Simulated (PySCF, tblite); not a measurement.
# C₄H₅FO: geometry, infrared bands, NMR shifts and spin-spin couplings

What infrared bands, NMR shifts and spin-spin couplings should C₄H₅FO (`C=CCC(=O)F`) show?

Computed with tblite 0.8.0 and PySCF 2.14.0, with density-fitted response routines of our own, on a single molecule in the gas phase. Atoms are numbered from 0 throughout.

### Step 1. The starting structure

11 atoms, charge 0, multiplicity 1; geometry from: force field or distance geometry start.

Bonds of the start (Å): C0–C1 1.35, C1–C2 1.48, C2–C3 1.51, C3–O4 1.24, C3–F5 1.34, C0–H6 1.09, C0–H7 1.08, C1–H8 1.10, C2–H9 1.09, C2–H10 1.10.

### Step 2. Optimising the geometry with GFN2-xTB

Job settings and geometry (Å):

```
{"job": {"kind": "relax", "xc": "GFN2-xTB", "basis": "xTB"}, "charge": 0, "multiplicity": 1}
C      1.816700    -0.284700    -0.407100
C      0.776400     0.112400     0.350800
C     -0.541400     0.550000    -0.165100
C     -1.672400    -0.311500     0.339700
O     -1.813800    -0.703600     1.508500
F     -2.627800    -0.674500    -0.531800
H      1.746500    -0.296900    -1.493800
H      2.752500    -0.590600     0.047900
H      0.906400     0.102200     1.444900
H     -0.580800     0.517900    -1.258500
H     -0.756900     1.582100     0.138500
```

Run with:

```sh
$ OMP_NUM_THREADS=1 python probes_run.py task.json out
```

This one command runs all jobs of the session in turn.

**Question.** This job is followed by: GFN2-xTB harmonic vibrations, gas phase; GIAO PBE0/pcSseg-1 NMR shielding, non-relativistic, gas phase; B3LYP/pcJ-1 indirect spin-spin coupling, non-relativistic, gas phase. What will the session give for the following? strongest single infrared mode (GFN2-xTB); zero-point energy (GFN2-xTB); ¹³C shifts against TMS (PBE0/pcSseg-1); ¹H shifts against TMS (PBE0/pcSseg-1, means over atoms taken as alike); ¹⁷O shifts against H2O (PBE0/pcSseg-1); ¹⁹F shifts against CFCl3 (PBE0/pcSseg-1); largest coupling of the table (B3LYP/pcJ-1).

The runs gave:

| quantity | value |
| --- | --- |
| strongest single infrared mode (GFN2-xTB) | 1881 cm⁻¹, 446 km/mol |
| zero-point energy (GFN2-xTB) | 49.9 kcal/mol |
| ¹³C shifts against TMS (PBE0/pcSseg-1) | 170.8, 138.1, 126.4, 40.4 ppm |
| ¹H shifts against TMS (PBE0/pcSseg-1, means over atoms taken as alike) | 6.35, 5.61, 5.53, 3.35 ppm |
| ¹⁷O shifts against H2O (PBE0/pcSseg-1) | 454.6 ppm |
| ¹⁹F shifts against CFCl3 (PBE0/pcSseg-1) | 55.3 ppm |
| largest coupling of the table (B3LYP/pcJ-1) | ¹J(C,F) C3–F5, -417.4 Hz |

The optimisation took 65 steps and gained 0.263 eV; among the close pairs (by a distance rule), C3–O4 changed most, from 1.241 to 1.177 Å. All 27 modes are real, so the xTB geometry is a minimum. The strongest single mode, at 1881 cm⁻¹, moves mainly C3 and O4. GFN2-xTB is a fitted tight-binding method: band positions and strengths are rough. Its intensities can rank the bands wrongly. The most deshielded hydrogen is H8 (hydrogen on an alkene CH), at 6.35 ppm: a vinylic proton, deshielded by the sp2 carbon and the C=C anisotropy. At PBE0/pcSseg-1: The largest span, 673 ppm, is at O4, where the paramagnetic term is -520 ppm. Of the pairs tabulated at B3LYP/pcJ-1, C3–F5 couples most strongly (-417.4 Hz; Fermi contact -376.6 Hz). Couplings across rotatable bonds belong to this one conformer; where others are populated, the observed values are averages.
